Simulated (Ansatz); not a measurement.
We consider hcp Ru, described by RPBE (Ansatz, a first-principles code, PAW).

Run with plane-wave cutoff 520 eV, 24×24×14 k mesh (along the axes of the cell as run), Fermi–Dirac smearing 0.05 eV, no spin polarisation, scalar-relativistic PAW data made under PBE.

Response to compression and expansion:

Shape and atoms are relaxed at each volume.

```csv
V (Å³/atom),P (GPa),c (Å),a (Å)
13.406,13.30,4.259,2.696
13.685,6.27,4.285,2.716
13.965,0.01,4.312,2.735
14.244,-5.55,4.337,2.754
14.523,-10.48,4.363,2.773
```

Note: the bulk modulus comes from volumes at which shape and atoms were relaxed.
